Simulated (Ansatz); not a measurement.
## Tin, beta-Sn (white tin): convergence with Gaussian smearing

Computed with Ansatz, PBE, scalar-relativistic PAW, on the relaxed cell (a = 5.956 Å, c = 3.206 Å (c/a = 0.538); spin not included). Errors count from a run at 420 eV on a Γ-centred 18×18×12 mesh with Fermi-Dirac smearing of 0.1 eV, extrapolated to zero width. Fixed here: cutoff 420 eV, mesh 11×11×8. The SCF starts from atomic densities corrected by a trained network.

```json
{"width (eV)": "0.01", "E(σ→0) error (meV/atom)": "-5.3", "F error (meV/atom)": "-5.3", "P (GPa)": "-0.05", "SCF iterations": "6"}
{"width (eV)": "0.03", "E(σ→0) error (meV/atom)": "-5.3", "F error (meV/atom)": "-5.4", "P (GPa)": "-0.05", "SCF iterations": "6"}
{"width (eV)": "0.1", "E(σ→0) error (meV/atom)": "-5.4", "F error (meV/atom)": "-6.3", "P (GPa)": "-0.05", "SCF iterations": "6"}
{"width (eV)": "0.2", "E(σ→0) error (meV/atom)": "-5.0", "F error (meV/atom)": "-9.3", "P (GPa)": "-0.03", "SCF iterations": "6"}
{"width (eV)": "0.3", "E(σ→0) error (meV/atom)": "-4.5", "F error (meV/atom)": "-14.9", "P (GPa)": "0.01", "SCF iterations": "6"}
{"width (eV)": "0.6", "E(σ→0) error (meV/atom)": "-2.5", "F error (meV/atom)": "-48.2", "P (GPa)": "0.28", "SCF iterations": "6"}
{"width (eV)": "1.0", "E(σ→0) error (meV/atom)": "1.0", "F error (meV/atom)": "-131.6", "P (GPa)": "0.92", "SCF iterations": "6"}
```
